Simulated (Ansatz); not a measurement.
# Worked example: correlation energy of [Cl···H···F], doublet

Geometry: a point of a hydrogen-transfer path between rigid fragments, not a stationary point.

```xyz
3

Cl    0.0000    0.0000   -1.4737
H     0.0000    0.0000    0.1553
F     0.0000    0.0000    1.3183
```

Basis cc-pVDZ; Ansatz 0.2.0. Correlated methods freeze the noble-gas cores, which leaves 15 electrons in 31 orbitals. Prefix R: restricted or restricted open-shell reference; prefix U: unrestricted.

Full CI isn't at hand for all of this; UCCSDT(Q) serves as the reference, and is uncertain by about the last step of the cluster series.

Runs differ by some tens of microhartree through their thresholds and, for an open shell, their frozen cores, so steps under 0.03 kcal/mol mean nothing.

| level | total energy (hartree) |
| --- | --- |
| UHF | -559.430690 |
| UMP2 | -559.755926 |
| UCCSD | -559.776188 |
| UCCSD(T) | -559.780822 |
| UCCSDT | -559.781312 |
| UCCSDT(Q) | -559.782059 |

**Question.** What is the correlation energy at UCCSDT(Q), and what share of it do UMP2 and UCCSDT recover?

**Answer.** E(corr) = -559.782059 − (-559.430690) = -0.351369 hartree = -9.561 eV. UMP2: -0.325236 / -0.351369 = 92.56 %. UCCSDT: -0.350622 / -0.351369 = 99.79 %.

**Question.** By how many kcal/mol does UCCSD(T) miss UCCSDT(Q) (1 hartree = 627.509 kcal/mol), and which steps make up the rest?

**Answer.** -559.780822 − (-559.782059) = 0.001237 hartree = 0.78 kcal/mol. Steps: UCCSDT − UCCSD(T) = -0.31, UCCSDT(Q) − UCCSDT = -0.47 kcal/mol. That is within 1 kcal/mol of the reference in this basis, which itself misses far more of the correlation at the basis-set limit.
